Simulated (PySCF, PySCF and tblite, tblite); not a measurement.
# C₅H₉+: a path driven as rotation about a bond, and NMR exchange, part 2 of 2

PySCF and tblite. Atoms count from 0. Earlier steps stand in the parts before.

## (10) Single-point energy, saddle of leg 1: B3LYP/pcSseg-1

What the job is given:

```
{"job": {"kind": "sp", "xc": "B3LYP", "basis": "pcSseg-1", "pop": false}, "charge": 1, "multiplicity": 1}
C      1.853601    -0.162700    -1.086974
C      1.115673    -0.351994    -0.007873
C     -0.266114    -0.007598     0.232546
C     -0.590582     1.304061     0.746583
C     -1.300412    -0.988817    -0.014972
H      2.882684    -0.472370    -1.122507
H      1.457794     0.305325    -1.972972
H      1.555241    -0.829338     0.869848
H     -1.555059     1.349829     1.250845
H     -0.665585     1.959211    -0.135516
H      0.208703     1.739526     1.347013
H     -1.348119    -1.653682     0.859312
H     -1.056842    -1.645438    -0.851964
H     -2.290984    -0.546014    -0.113369
```

What it wrote:

```text
coarse grid: 11016 points
cycle   1  E = -195.5024347098  dE =  7.337e-01  |g| = 4.605e-01  |ddm| = 3.197e+00
cycle   2  E = -195.4480266552  dE =  5.441e-02  |g| = 6.637e-01  |ddm| = 1.019e+00
cycle   3  E = -195.5528031650  dE = -1.048e-01  |g| = 1.043e-01  |ddm| = 5.887e-01
cycle   4  E = -195.5552326465  dE = -2.429e-03  |g| = 4.048e-02  |ddm| = 1.072e-01
cycle   5  E = -195.5556301726  dE = -3.975e-04  |g| = 1.143e-02  |ddm| = 3.721e-02
cycle   6  E = -195.5556641254  dE = -3.395e-05  |g| = 1.472e-03  |ddm| = 1.003e-02
cycle   7  E = -195.5556647289  dE = -6.035e-07  |g| = 2.092e-04  |ddm| = 1.947e-03
final grid: 104392 points
cycle   8  E = -195.5962906125  dE = -2.859e-05  |g| = 5.855e-03  |ddm| = 2.337e-02
cycle   9  E = -195.5962900102  dE =  6.023e-07  |g| = 6.047e-03  |ddm| = 8.841e-03
cycle  10  E = -195.5962994637  dE = -9.453e-06  |g| = 3.485e-04  |ddm| = 4.685e-03
cycle  11  E = -195.5962994807  dE = -1.705e-08  |g| = 2.411e-04  |ddm| = 5.184e-04
cycle  12  E = -195.5962994955  dE = -1.474e-08  |g| = 4.287e-05  |ddm| = 2.046e-04
cycle  13  E = -195.5962994959  dE = -4.028e-10  |g| = 1.624e-05  |ddm| = 4.888e-05
converged SCF energy = -195.5962994959
```

It took 4.3 s on 1 thread of AMD EPYC 7B13, shared host; peak memory 0.55 GiB.

In short: HOMO -12.87 eV, LUMO -9.04 eV.

## (11) Second level: B3LYP/pcSseg-1 + D3(BJ)

What the job is given:

```
{"job": {"smiles": "C=C[C+](C)C", "charge": 1, "mult": 1, "motion": "rotation", "what": "allyl or dienyl ion", "atoms": [1, 2], "drives": [{"terms": [["t", [0, 1, 2, 3], 0.25], ["t", [0, 1, 2, 4], 0.25], ["t", [7, 1, 2, 3], 0.25], ["t", [7, 1, 2, 4], 0.25]], "by": 180, "n": 12}], "study": "path", "level": {"kind": "nmr", "xc": "B3LYP", "basis": "pcSseg-1", "wide": true}, "fields": [90, 250, 360], "first": 0, "seed": 472, "kind": "pathvar"}, "charge": 1, "multiplicity": 1}
C      1.758755    -0.768842    -0.970449
C      1.162108     0.168041    -0.206359
C     -0.212616     0.174723     0.161509
C     -0.656573     1.172704     1.122649
C     -1.186922    -0.761552    -0.375961
H      2.814299    -0.711785    -1.185080
H      1.238695    -1.622506    -1.376414
H      1.767340     0.971813     0.195793
H     -1.621527     0.939198     1.567547
H     -0.771287     2.124637     0.586118
H      0.093598     1.376326     1.888472
H     -1.306178    -1.571980     0.355867
H     -0.901320    -1.213608    -1.321273
H     -2.175984    -0.307331    -0.450516
```

What it wrote:

```text
stationary points (kcal/mol above the start)
  n  kind          group   xTB      DFT    lowest mode
  0  minimum      C1       0.00     0.00      60.7
  1  saddle       C1       8.46    15.97    -238.5
  2  minimum      C1      -0.00     0.00      59.9

GFN2-xTB energies: T/K, barrier G, reaction G (kcal/mol), k forward, k back (1/s)
 150.00     7.40    -0.00       51.3       50.8
 200.00     7.45    -0.00   3.01e+04   2.98e+04
 250.00     7.51    -0.00   1.43e+06   1.42e+06
 298.15     7.57    -0.00   1.76e+07   1.75e+07
 350.00     7.64    -0.00   1.24e+08   1.23e+08
 400.00     7.71    -0.00   5.11e+08   5.08e+08
 500.00     7.87    -0.01   3.79e+09   3.77e+09

BHandHLYP/pcSseg-1 + D3(BJ) energies: T/K, barrier G, reaction G (kcal/mol), k forward, k back (1/s)
 150.00    15.09    -0.00   3.23e-10    3.2e-10
 200.00    15.14    -0.00   0.000119   0.000118
 250.00    15.20    -0.00      0.271      0.269
 298.15    15.26    -0.00       40.9       40.6
 350.00    15.33    -0.00   1.97e+03   1.95e+03
 400.00    15.40    -0.00   3.22e+04    3.2e+04
 500.00    15.56    -0.00   1.65e+06   1.64e+06

B3LYP/pcSseg-1 + D3(BJ) energies: T/K, barrier G, reaction G (kcal/mol), k forward, k back (1/s)
 150.00    14.91    -0.00   5.89e-10   5.83e-10
 200.00    14.96    -0.00   0.000187   0.000186
 250.00    15.02    -0.00      0.389      0.386
 298.15    15.08    -0.00       55.3       54.9
 350.00    15.15    -0.00   2.54e+03   2.53e+03
 400.00    15.22    -0.00   4.03e+04   4.01e+04
 500.00    15.38    -0.00   1.98e+06   1.97e+06
```

Run time: 40 s. Hardware: 1 thread of AMD EPYC 7B13, shared host; peak memory 0.62 GiB. This counts the runs that the step sums up.

Barriers by level (kcal/mol; entropies in cal/(mol K)). Zero-point and thermal terms come from xTB in every row. ΔG‡ leaves symmetry out; the rate counts one path; effective ΔG‡, where given, is the barrier that would give that rate by Eyring's equation alone:

```tsv
level	ΔE‡	with zero-point	ΔH‡	ΔS‡	ΔG‡ (298 K)	ΔE of reaction	k at 298 K (1/s)	effective ΔG‡
GFN2-xTB	8.46	7.30	7.01	-1.9	7.57	0.00	1.8e+07	7.57
BHandHLYP/pcSseg-1 + D3(BJ)	16.15	14.99	14.70	-1.9	15.26	0.00	41	15.26
B3LYP/pcSseg-1 + D3(BJ)	15.97	14.81	14.52	-1.9	15.08	0.00	55	15.08
```

## (12) Nudged elastic band, band settings drawn wide

What the job is given:

```
{"job": {"images": 9, "spring": 0.05, "start": "scan", "climb": false, "fmax": 0.1, "method": "GFN2-xTB", "steps": 200, "xc": "GFN2-xTB", "basis": "xTB", "kind": "neb"}, "charge": 1, "multiplicity": 1}
C      1.758755    -0.768842    -0.970449
C      1.162108     0.168041    -0.206359
C     -0.212616     0.174723     0.161509
C     -0.656573     1.172704     1.122649
C     -1.186922    -0.761552    -0.375961
H      2.814299    -0.711785    -1.185080
H      1.238695    -1.622506    -1.376414
H      1.767340     0.971813     0.195793
H     -1.621527     0.939198     1.567547
H     -0.771287     2.124637     0.586118
H      0.093598     1.376326     1.888472
H     -1.306178    -1.571980     0.355867
H     -0.901320    -1.213608    -1.321273
H     -2.175984    -0.307331    -0.450516
```

What it wrote:

```text
image   E - E0 / eV
  0       0.0000
  1       0.0249
  2       0.1640
  3       0.3544
  4       0.2639
  5       0.1448
  6       0.0564
  7       0.0158
  8      -0.0000
```

Wall time 1.3 s (1 thread of AMD EPYC 7B13, shared host); peak memory 0.37 GiB.

The highest point is number 3, 8.2 kcal/mol above the first.

## (13) What came out

This closing draws on all 2 parts.

| quantity | value |
| --- | --- |
| barrier (BHandHLYP/pcSseg-1 + D3(BJ)) | ΔE‡ 16.1, ΔG‡(298 K) 15.3 kcal/mol |
| barrier (GFN2-xTB) | ΔE‡ 8.5 kcal/mol |
| rate at 298 K | 41 s⁻¹ |
| end of the path | the start, renumbered or mirrored |
| coalescence of ¹³C C3 | 347 K at 360 MHz |

In words: DFT puts the top 16.1 kcal/mol above the start (xTB: 8.5); the rate from the DFT barrier is 41 s⁻¹ at 298 K. An error of 1.4 kcal/mol changes that rate tenfold. The ¹³C lines of C3 and its partners, 718 Hz apart at 360 MHz, merge at 347 K, so by this path alone the exchange at 298 K is slow for them; other paths were not followed. B3LYP/pcSseg-1 + D3(BJ) moves the barrier from 16.1 to 16.0 kcal/mol.
